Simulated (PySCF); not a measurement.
# CO: the cost of one run

Computed with PySCF 2.14.0 (relaxation, HF, 6-31g*, and further levels as typed in the inputs, unless a step's input says otherwise).

## Step 1: Starting point

Bond lengths: C1–O2 1.130 Å.

As a file:

```xyz
2

C     0.0000    0.0000    0.0000
O     0.0000    0.0000    1.1300
```

## Step 2: Relaxation: CO

The input, run.py:

```python
from pyscf import gto, scf
from pyscf.geomopt.geometric_solver import optimize
mol = gto.M(atom="mol.xyz", basis="6-31g*", verbose=4)
mf = scf.RHF(mol).run(conv_tol=1e-9)
m = optimize(mf, maxsteps=60)
print("optimised structure (A):")
for k in range(m.natm): print(m.atom_symbol(k), *(f"{x:.8f}" for x in m.atom_coords(unit="A")[k]))
```

Launch:

```console
$ python run.py
```

**Question.** How long does this run take on 4 threads of Arm Neoverse N1, shared host?

About 2.4 s.
